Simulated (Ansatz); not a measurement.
Geometry optimisation, RKS CAM-B3LYP/def2-SVP (Ansatz 0.2.0).

The input (input.yaml):

```yaml
crystal:
  periodic: [false, false, false]
  atoms:
    - { symbol: Si, position_ang: [0.0, 0.0, 0.0] }
    - { symbol: C, position_ang: [0.0, 0.0, 2.22] }
    - { symbol: H, position_ang: [-0.9996, -0.3092, 2.5905] }
    - { symbol: H, position_ang: [0.7676, -0.7111, 2.5905] }
    - { symbol: H, position_ang: [0.232, 1.0203, 2.5905] }
    - { symbol: H, position_ang: [1.3768, 0.0, -0.4862] }
    - { symbol: H, position_ang: [-0.6877, 1.1914, -0.4862] }
    - { symbol: H, position_ang: [-0.6877, -1.1914, -0.4862] }
    - { symbol: O, position_ang: [-1.8477, 0.3412, 0.6243] }
    - { symbol: H, position_ang: [-2.4944, -0.2152, 0.0837] }
    - { symbol: H, position_ang: [-1.2238, 0.226, 1.7514] }
basis:
  gaussian: { orbitals: def2-SVP }
hamiltonian:
  xc: cam_b3lyp
relax:
  f_tol: 0.15
  max_steps: 25
  restrain:
    - { distance: [0, 8], at: 2.88, k: 30.0 }
    - { distance: [10, 1], at: 2.31, k: 30.0 }
    - { distance: [0, 1], at: 1.87, k: 30.0 }
    - { distance: [10, 8], at: 1.01, k: 30.0 }
```

Launched with:

```bash
$ ansatz run input.yaml --threads 2 --pin off --max-ram 3072MiB --backend cpu --events-out ev --progress --plain --runs-dir out
```

Task: Where does it end, and by what steps?

Result: The forces met the threshold. The restraints hold the end off the free minimum; the threshold counts their pulls, which the force column leaves out. Restrained pairs: Si1–O9 (1.98 → 2.88 Å), C2–H11 (1.33 → 2.32 Å), Si1–C2 (2.22 → 1.88 Å), O9–H11 (1.29 → 0.98 Å). After 11 steps the energy has fallen by 4.197 eV (the restraints' own energy left out); H11 moved furthest, 0.92 Å.

```json
{"step": "0", "energy less start (eV)": "0.0000", "largest force component (eV/Å)": "3.721", "accepted": "yes"}
{"step": "1", "energy less start (eV)": "-1.2314", "largest force component (eV/Å)": "3.785", "accepted": "yes"}
{"step": "2", "energy less start (eV)": "-1.9378", "largest force component (eV/Å)": "4.310", "accepted": "yes"}
{"step": "3", "energy less start (eV)": "-2.7439", "largest force component (eV/Å)": "3.925", "accepted": "yes"}
{"step": "4", "energy less start (eV)": "-3.6693", "largest force component (eV/Å)": "2.108", "accepted": "yes"}
{"step": "5", "energy less start (eV)": "-4.0801", "largest force component (eV/Å)": "0.928", "accepted": "yes"}
{"step": "6", "energy less start (eV)": "-4.1162", "largest force component (eV/Å)": "1.522", "accepted": "yes"}
{"step": "7", "energy less start (eV)": "-4.1713", "largest force component (eV/Å)": "0.931", "accepted": "yes"}
{"step": "8", "energy less start (eV)": "-4.1898", "largest force component (eV/Å)": "0.708", "accepted": "yes"}
{"step": "9", "energy less start (eV)": "-4.1906", "largest force component (eV/Å)": "0.796", "accepted": "yes"}
{"step": "10", "energy less start (eV)": "-4.1894", "largest force component (eV/Å)": "1.039", "accepted": "yes"}
{"step": "11", "energy less start (eV)": "-4.1973", "largest force component (eV/Å)": "0.817", "accepted": "yes"}
```

```xyz
11
Properties=species:S:1:pos:R:3
Si 0.290 -0.011 0.099
C 0.124 -0.059 1.972
H -0.653 -0.767 2.298
H 1.065 -0.380 2.442
H -0.115 0.935 2.380
H 1.724 -0.271 -0.239
H -0.054 1.309 -0.481
H -0.494 -1.096 -0.552
O -2.467 0.525 0.753
H -2.885 -0.341 0.659
H -2.100 0.509 1.664
```

The run took 26 s on 2 threads of AMD EPYC 7R43 64-Core Processor (Zen 3), with other jobs on the host, peak memory 0.19 GiB.
